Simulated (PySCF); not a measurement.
One molecule, one basis, several functionals.

Species: C4H10O.
SMILES with atom numbers: `[CH3:1][CH:2]([CH3:3])[CH2:4][OH:5]` (hydrogens: H6, H7, H8 on C1; H9 on C2; H10, H11, H12 on C3; H13, H14 on C4; H15 on O5)

Torsions of this conformer, `[CH3:1][CH:2]([CH3:3])[CH2:4][OH:5]`: C1–C2–C4–O5 60°, H–O5–C4–C2 -174°.

PySCF, pcSseg-1 basis, density fitting, gas phase, PBE0-D3(BJ)/def2-SVP geometry. One functional is left out:

```json
{"functional": "B97-D", "exact exchange (%)": "0", "HOMO energy (eV)": "-6.07", "LUMO energy (eV)": "0.64", "dipole moment (D)": "1.419"}
{"functional": "BLYP", "exact exchange (%)": "0", "HOMO energy (eV)": "-5.92", "LUMO energy (eV)": "0.47", "dipole moment (D)": "1.408"}
{"functional": "BP86", "exact exchange (%)": "0", "HOMO energy (eV)": "-6.13", "LUMO energy (eV)": "0.62", "dipole moment (D)": "1.426"}
{"functional": "LDA", "exact exchange (%)": "0", "HOMO energy (eV)": "-6.11", "LUMO energy (eV)": "0.38", "dipole moment (D)": "1.478"}
{"functional": "OPBE", "exact exchange (%)": "0", "HOMO energy (eV)": "-5.96", "LUMO energy (eV)": "0.73", "dipole moment (D)": "1.399"}
{"functional": "PBE", "exact exchange (%)": "0", "HOMO energy (eV)": "-6.00", "LUMO energy (eV)": "0.53", "dipole moment (D)": "1.412"}
{"functional": "B3LYP", "exact exchange (%)": "20", "HOMO energy (eV)": "-7.46", "LUMO energy (eV)": "1.04", "dipole moment (D)": "1.476"}
{"functional": "mPW1PW91", "exact exchange (%)": "25", "HOMO energy (eV)": "-7.77", "LUMO energy (eV)": "1.41", "dipole moment (D)": "1.500"}
```

**Question.** Predict the row of PBE0 (25 % exact exchange) by straight lines through the other rows, and check it.

**Answer.** 
```csv
property,line,computed,computed − line,"mPW1PW91 (25 %), for comparison"
HOMO energy (eV),-7.79,-7.72,+0.07,-7.77
LUMO energy (eV),1.31,1.43,+0.12,1.41
dipole moment (D),1.496,1.491,-0.005,1.500
```

**Question.** Which of these properties follows the share of exact exchange most closely, and which least?

**Answer.** Most closely the HOMO energy, least the dipole moment; the correlations over the tabulated rows are HOMO energy -0.995, LUMO energy 0.933, dipole moment 0.785. The HOMO energy moves by -0.702 eV for every 10 %. Functionals with the same share still differ in their other parts: at 0 % BLYP and BP86 differ by 0.21 eV in it.
